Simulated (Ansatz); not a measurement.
Reactions of C$_{3}$H$_{7}$NOS, SMILES `CSC=C(N)O`.

Calculated with Ansatz (gas phase, PBE0-D4/def2-TZVP geometries, no zero-point term in ΔE). CBS: MP2 limit from def2 TZ/QZ plus the TZ coupled-cluster correction, frozen cores. This one scheme is used for every species, atoms too. Double bonds are as drawn, so ΔE can hold a change between cis and trans. Functionals use def2-TZVPP. Open shells (•) are unrestricted, without spin–orbit coupling. Spin–orbit coupling would lower the free atoms: a little for C, O, S. Each species was taken in one conformer, which may not be the lowest.

```tsv
reaction	r2SCAN-D4 (kcal/mol)	ωB97M-V (kcal/mol)	CCSD/CBS(def2) (kcal/mol)	CCSD(T)/CBS(def2) (kcal/mol)
`CS/C=C(/N)O` + H₂ → `C=C(N)O` + CH₃SH	-5.2	-7.5	-9.8	-7.6
`CS/C=C(/N)O` → `CC(O)C(N)=S`	-8.3	-9.1	-10.1	-10.4
`CS/C=C(/N)O` + H₂O → `N/C(O)=C\O` + CH₃SH	20.3	18.5	18.7	19.5
`CS/C=C(/N)O` → 3 C• + 7 H• + N• + O• + S•	1208.5	1209.8	1178.4	1201.0
`CS/C=C(/N)O` → `CN1CSC1O`	20.4	17.2	16.1	16.1
```

Largest T1 diagnostic: 0.015, for `CC(O)C(N)=S`.
